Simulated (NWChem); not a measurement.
# Li, doublet

All runs: NWChem. Pople sets run with spherical d functions. Spin-unrestricted. No stability test was run on the SCF state. Total energies compare along this basis series because the functional is fixed.

```csv
level,basis functions,energy (Ha),highest occupied level (eV),"lowest empty minus highest occupied level, either spin (eV)"
CAM-B3LYP/STO-3G,5,-7.3499,-4.05,4.36
CAM-B3LYP/3-21G,9,-7.4172,-4.62,3.53
CAM-B3LYP/6-31G*,14,-7.4693,-4.63,3.70
CAM-B3LYP/6-31+G*,18,-7.4695,-4.64,3.60
CAM-B3LYP/6-311G**,18,-7.4697,-4.64,3.59
CAM-B3LYP/6-311++G**,22,-7.4697,-4.64,3.60
CAM-B3LYP/def2-TZVPD,17,-7.4713,-4.65,3.63
CAM-B3LYP/def2-QZVP,35,-7.4714,-4.65,3.62
```
